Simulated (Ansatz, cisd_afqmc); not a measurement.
System: CH₄S, charge 0, singlet. CH4S (methanethiol, SMILES SC).
B3LYP-D3(BJ)/def2-TZVP minimum from Ansatz (a program for electronic structure):
```xyz
6

C     -0.0402     1.1565     0.0077
S     -0.0524    -0.6664    -0.0048
H      1.2792    -0.8404     0.0008
H     -1.0838     1.4664     0.0045
H      0.4371     1.5427     0.9058
H      0.4463     1.5550    -0.8800
```
Charge 0, spin multiplicity 1.

Total energies in cc-pV(D+d)Z, 14 correlated electrons, 6 frozen orbitals. UHF or UKS for unpaired electrons; spin-orbit terms are left out. Cores are frozen in correlated methods. No relativity. AFQMC is phaseless with a CISD trial state; ± is one standard error, without the phaseless bias. Outlying blocks are dropped, and bars are widened where a walk drifts. Over all cases where full CI ran beside it in this data, AFQMC minus full CI had a median of +0.1 mEh and passed +0.4 mEh in a tenth of the cases.

| method | program | energy (Eh) | minus CCSDT(Q) (mEh) |
|---|---|---|---|
| HF | Ansatz | -437.72966 | 333.28 |
| MP2 | Ansatz | -438.01693 | 46.02 |
| CCSD | Ansatz | -438.05314 | 9.80 |
| CCSD(T) | Ansatz | -438.06168 | 1.26 |
| CCSDT(Q) | Ansatz | -438.06294 | 0.00 |
| AFQMC/CISD | cisd_afqmc | -438.0628 ± 0.0002 | 0.2 ± 0.2 |

Rough core times of Ansatz's runs on a shared machine: CCSD(T) under 20 s, CCSDT(Q) 20 s.
